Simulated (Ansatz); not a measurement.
in.yaml

```yaml
crystal:
  periodic: [false, false, false]
  atoms:
    - {symbol: Al, position_ang: [0.000000, 0.000000, 2.058500]}
    - {symbol: Ga, position_ang: [0.000000, 0.000000, -0.249900]}
    - {symbol: H, position_ang: [0.000000, 0.000000, -1.808600]}
basis:
  gaussian: {orbitals: cc-pVDZ}
magnetization: {spin_polarized: false, initial_magnetization: 5}
correlation: {method: ccsd_t, electrons: outside_noble_gas}
output: {forces: true}
```

```sh
$ ansatz run in.yaml --threads 1 --pin off --events-out ev --progress --plain --max-ram 2393MiB
```

The program prints:

```
548 factors; integrals over basis functions are off by at most 1.0e-3 eV
mean field evaluation 1: about -58923.3588 eV, gradient 9.0e0 eV
mean field evaluation 2: about -58923.3636 eV, gradient 9.0e0 eV
mean field evaluation 4: about -58924.7796 eV, gradient 1.4e0 eV
mean field evaluation 8: about -58924.9367 eV, gradient 1.6e0 eV
mean field evaluation 16: about -58925.2258 eV, gradient 2.8e-3 eV
mean field evaluation 32: about -58925.2257 eV, gradient 4.3e-2 eV
mean field evaluation 64: about -58923.8737 eV, gradient 5.8e-4 eV
mean field evaluation 96: about -58923.8324 eV, gradient 7.3e-1 eV
mean field evaluation 128: about -58920.0775 eV, gradient 1.3e1 eV
mean field evaluation 160: about -58922.9716 eV, gradient 2.3e0 eV
mean field evaluation 192: about -58918.5393 eV, gradient 8.1e0 eV
mean field evaluation 224: about -58923.8735 eV, gradient 5.5e-2 eV
mean field evaluation 256: about -58923.3637 eV, gradient 1.1e1 eV
mean field -58925.22583627 eV, -2165.4621085303 hartree, gradient 4.8e-6 eV, S^2 8.750000; 8 other end points of the search recorded, 0 dependent functions left out
mean field evaluation 288: about -58923.9040 eV, gradient 6.5e0 eV
mean field evaluation 320: about -58924.1194 eV, gradient 8.6e-1 eV
determinant -58925.22583627 eV, -2165.4621085303 hartree, with singles and doubles -58927.38621325 eV, -2165.5415009201 hartree
determinant -58923.87365403 eV, -2165.4124167494 hartree, with singles and doubles -58926.38768308 eV, -2165.5048056129 hartree
determinant -58921.97331107 eV, -2165.3425804339 hartree, with singles and doubles -58924.97340304 eV, -2165.4528317803 hartree
19 core orbitals not correlated: weight in the atoms' cores, before any rotation towards them, 0.997 or more for the frozen orbitals, at most 0.002 for the correlated occupied ones
reference -58925.22583627 eV, -2165.4621085303 hartree; 6, 1 occupied and 25, 30 virtual orbitals, 548 factors
second order -1.51587983 eV of doubles, -0.01190945 eV of singles
cycle   1  -2.15999417 eV  change    3.8e-4 eV  update   1.9e-3
cycle   2  -2.16016797 eV  change   -1.7e-4 eV  update   1.3e-3
cycle   3  -2.16026370 eV  change   -9.6e-5 eV  update   5.5e-4
cycle   4  -2.16058779 eV  change   -3.2e-4 eV  update   3.8e-4
cycle   5  -2.16113562 eV  change   -5.5e-4 eV  update   2.0e-4
cycle   6  -2.16143327 eV  change   -3.0e-4 eV  update   8.6e-5
cycle   7  -2.16147886 eV  change   -4.6e-5 eV  update   3.4e-5
cycle   8  -2.16147323 eV  change    5.6e-6 eV  update   1.4e-5
cycle   9  -2.16147312 eV  change    1.1e-7 eV  update   4.5e-6
cycle  10  -2.16147534 eV  change   -2.2e-6 eV  update   2.0e-6
cycle  11  -2.16147700 eV  change   -1.7e-6 eV  update   7.4e-7
cycle  12  -2.16147689 eV  change    1.0e-7 eV  update   2.5e-7
perturbative correction -0.07476763 eV, -0.0027476596 hartree
the calculation of the forces begins
Total energy: -58927.46208079 eV, -2165.5442890005 hartree
Atom 0 at     0.000000     0.000000     2.058500 Å, force    -0.000000    -0.000000     3.027886 eV/Å
Atom 1 at     0.000000     0.000000    -0.249900 Å, force    -0.000000     0.000000    -2.265842 eV/Å
Atom 2 at     0.000000     0.000000    -1.808600 Å, force     0.000000    -0.000000    -0.762043 eV/Å
Dipole moment:     0.000000    -0.000000    -0.124042 e Å
```

Forces (eV/Å):
```
Al   0.000  0.000  3.028
Ga   0.000  0.000 -2.266
H    0.000  0.000 -0.762
```

The T1 diagnostic is 0.053.

For the same geometry and basis full CI lies 32.6 meV lower.

Ran on 1 thread of Arm Neoverse V1, shared host: 7.5 s wall, 0.13 GiB peak host memory.
